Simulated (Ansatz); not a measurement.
# HSF+ (doublet): the correlation ladder, def2-TZVPP

The task here is to estimate one member of a computed series from the others.

Computed with Ansatz 0.2.0, Gaussian basis. Level: def2-TZVPP, core rule «outside noble gas», up to 6 orbitals frozen.

To be run: UHF; ROHF; CCSD(T) on UHF.

2 further runs of the same task are left out: 2 set aside as unsound or not needed.

**What is computed**

The geometry is a PBE0/def2-TZVP stationary point (not a proven minimum) of the parent state, kept for this charge and spin.

3 atoms, charge 1, spin multiplicity 2.

Atoms are counted from 1 here; the program's logs count them from 0.

Bond lengths: F1–S2 1.616 Å, S2–H3 1.347 Å. Angles: F1–S2–H3 96.1°.

Set-up of the first run:

The input, in.yaml:

```yaml
crystal:
  periodic: [false, false, false]
  atoms:
    - {symbol: F, position_ang: [0.000000, 0.043080, 1.028580]}
    - {symbol: S, position_ang: [0.000000, -0.065184, -0.583802]}
    - {symbol: H, position_ang: [0.000000, 1.261654, -0.815305]}
basis:
  gaussian: {orbitals: def2-TZVPP}
total_charge: 1
magnetization: {spin_polarized: true, initial_magnetization: 1}
hamiltonian: {xc: hf}
output: {orbitals: {seedname: orbitals}}
```

Started as:

```
$ ansatz run in.yaml --threads 1 --pin off --events-out ev --progress --plain --max-ram 4096MiB --backend cpu
```

Among the steps run: UHF; ROHF; CCSD(T) on UHF.

One of the session's tables, all rows but one given; the rest of the session is left out.

It belongs to the step «Misses and costs». 

| method | from UCCSD(T) (kJ/mol) |
| --- | --- |
| ROHF | ? |
| UHF | +1140.5 |
| UMP2 | +96.0 |
| UCCSD | +41.2 |
| UCCSD(T) | 0 |

Q: Estimate the row for ROHF from the others.

The run gave: from UCCSD(T) (kJ/mol): +1158.2. In the column «from UCCSD(T) (kJ/mol)» it is the highest.
